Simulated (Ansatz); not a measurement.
# Relaxing LiNb

All numbers below come from DFT PBE, scalar-relativistic, plane waves, PAW in Ansatz 0.2.0. Cutoff 420 eV, Γ-centred k mesh, Gaussian smearing, no spin polarisation in the final step.

This is the end of a relaxation of cell and atoms.

```xyz
6
Lattice="5.0120 0.0000 0.0000 -2.5060 4.3406 0.0000 0.0000 0.0000 4.4771" Properties=species:S:1:pos:R:3 pbc="T T T"
Li    2.5060    0.0000    0.0000
Li    1.2530    2.1703    0.0000
Li   -1.2530    2.1703    0.0000
Nb    0.0000    0.0000    0.0000
Nb    0.0000    2.8937    2.2385
Nb    2.5060    1.4469    2.2385
```

The zero of energy is the elements' standard structures at the same level; no fitted shifts are applied.

**Question.** What space group does it have?

**Answer.** P6/mmm (No. 191). Conventional cell: a = 5.012 Å, c = 4.477 Å. Around Li lie 2 Nb at 2.51 Å, 4 Li at 2.51 Å and 4 Nb at 2.67 Å; Nb on Wyckoff site a (1 atom of the primitive cell) is coordinated by 6 Li at 2.51 Å; around Nb on Wyckoff site d (2 atoms of the primitive cell) lie 6 Li at 2.67 Å and 3 Nb at 2.89 Å.

**Question.** How far does it lie from the elements in energy?

**Answer.** 1.14 eV/atom.

**Question.** Is it a metal?

**Answer.** Yes, bands cross the Fermi level on the 12×12×8 mesh.

The final run used a 12×12×8 mesh on its 6-atom cell and 0.10 eV smearing. For metals, differences of a few meV/atom aren't resolved. The cell came from a trial start, so LiNb may not exist in this structure.

Cost: 3 runs of about 2.4 core-minutes in all, on Intel Xeon Platinum 8259CL (Skylake/Cascade Lake) (shared hosts).